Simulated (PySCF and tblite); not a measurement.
4 constitutional isomers of C₄H₉F:

| isomer | SMILES |
| --- | --- |
| A | [CH3:1][C:2]([CH3:3])([CH3:4])[F:5] |
| B | [CH3:1][CH:2]([CH3:3])[CH2:4][F:5] |
| C | [CH3:1][CH2:2][CH2:3][CH2:4][F:5] |
| D | [CH3:1][CH2:2][C@H:3]([CH3:4])[F:5] |

Computed spectrum of one of them (conformer average at 298.15 K; GFN1-xTB geometries, energies BP86/def2-TZVP (D3(BJ) added where defined), GIAO shieldings KT2/pcSseg-1; references on GFN2-xTB geometries), in ppm: ¹H (against TMS): 4.59 (2H), 1.93 (1H), 1.09 (6H). ¹³C (against TMS): 92.3 (1C), 37.1 (1C), 20.4 (2C). ¹⁹F (against CFCl3): -274.3 (1F). Of the H, only those on carbon are given.

(1) Which isomer is it?

Unscaled ¹⁹F shifts at such levels can be off by tens of ppm; differences between conformers or isomers are more reliable. Shifts are unscaled: against experiment ¹³C can be off by 15 ppm or more and ¹H by 0.8 ppm. A nearly planar conformer is counted with its mirror image, so its weight may be doubled.

Results:

(1) B. It shows 3 carbon signals, which only B gives by symmetry. Assigned: ¹H (against TMS): 4.59 (H4, 2H), 1.93 (H2, 1H), 1.09 (H1/H3, 6H). ¹³C (against TMS): 92.3 (C4), 37.1 (C2), 20.4 (C1/C3). ¹⁹F (against CFCl3): -274.3 (F5). For comparison, at another level (GFN2-xTB geometries, energies PBE0/pcSseg-1 (IEF-PCM, chloroform) (D3(BJ) added where defined), GIAO shieldings PBE0/pcSseg-1 (IEF-PCM, chloroform)) the isomers give: A: ¹H (against TMS): 1.41 (H1/H3/H4, 9H). ¹³C (against TMS): 96.3 (C2), 30.6 (C1/C3/C4). ¹⁹F (against CFCl3): -176.0 (F5). B: ¹H (against TMS): 4.62 (H4, 2H), 1.81 (H2, 1H), 1.01 (H1/H3, 6H). ¹³C (against TMS): 93.5 (C4), 34.6 (C2), 20.0 (C1/C3). ¹⁹F (against CFCl3): -256.7 (F5). C: ¹H (against TMS): 4.89 (H4, 2H), 1.63 (H3, 2H), 1.47 (H2, 2H), 1.06 (H1, 3H). ¹³C (against TMS): 88.0 (C4), 37.8 (C3), 23.5 (C2), 16.3 (C1). ¹⁹F (against CFCl3): -252.9 (F5). D: ¹H (against TMS): 4.78 (H3, 1H), 1.67 (H2a, 1H), 1.55 (H2b, 1H), 1.38 (H4, 3H), 1.07 (H1, 3H). ¹³C (against TMS): 96.1 (C3), 34.8 (C2), 23.3 (C4), 12.1 (C1). ¹⁹F (against CFCl3): -211.5 (F5).
